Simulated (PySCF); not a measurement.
# Induced dipoles and field energies

Species: nitrogen trifluoride, NF3.
Structure used (PBE0-D3(BJ)/def2-SVP), in Å, numbered top down from 1:
```
atom  x, y, z in Å
F1    -0.551    1.073   -0.166
N2     0.008   -0.003    0.433
F3    -0.644   -1.033   -0.151
F4     1.226   -0.062   -0.149
```

Level: B3LYP/def2-SVPD (PySCF); nuclei fixed, core orbitals frozen in the response. Permanent dipole (0.002, 0.000, 0.133) D (1 au = 2.5417 D). Static polarisability (au):

```
x   19.82 -0.01  0.03
y   -0.01 19.82 -0.04
z    0.03 -0.04 14.23
```

Only the terms in μ and α are kept: μ(F) = μ + αF and ΔE = −μ·F − ½ F·αF.

Task: Apply 0.003 au along ±x, ±y and ±z in turn. Tabulate induced and total dipoles and both energy terms.

Result: 
```csv
field along,induced x (D),induced y (D),induced z (D),total size (D),−μ·F (kJ/mol),−½F·αF (kJ/mol)
+x,0.151,0.000,0.000,0.203,-0.006,-0.234
−x,-0.151,0.000,0.000,0.200,+0.006,-0.234
+y,0.000,0.151,0.000,0.201,0.000,-0.234
−y,0.000,-0.151,0.000,0.202,0.000,-0.234
+z,0.000,0.000,0.109,0.242,-0.412,-0.168
−z,0.000,0.000,-0.109,0.025,+0.412,-0.168
```

Task: For the field (-0.0027, -0.0009, -0.0018) au, what is the induced dipole, and what angle does it make with the field?

Result: αF = (-0.136, -0.045, -0.065) D, at 7.9° to the field. The polarisability along this direction, F·αF/F², is 18.23 au, against a mean of 17.96 au.

Task: Induction energy −ᾱe²/2R⁴ of a unit charge at 20 Å, the molecule taken as a point?

Result: R = 37.79 bohr, so the energy is −18.0/(2 × 37.79⁴) Eh = -0.0116 kJ/mol. The charge–dipole term at its most favourable orientation, −μe/R², is -0.0962 kJ/mol.

Isolated species at its PBE0-D3(BJ)/def2-SVP geometry, gas phase.
